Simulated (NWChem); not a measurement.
System: NaCl; SMILES [Cl][Na]

NWChem input:

```
start job
memory heap 200 mb stack 900 mb global 1100 mb
geometry units angstroms noautoz
  Na     0.000000     0.000000    -1.409652
  Cl     0.000000     0.000000     0.928494
end
basis spherical
  Na library def2-svp
  Cl library def2-svp
end
dft
  xc r2scan0
  iterations 150
  mulliken
end
task dft energy
```

Coordinates come from a PBE0/def2-SVP optimisation.

Q: Predict the main results of this run. (r2SCAN0/def2-SVP.) Quantities: energy (Ha); highest occupied level (eV); orbital gap (eV); dipole (D).

A: energy (Ha): -622.29
highest occupied level (eV): -6.30
orbital gap (eV): 5.07
dipole (D): 8.50
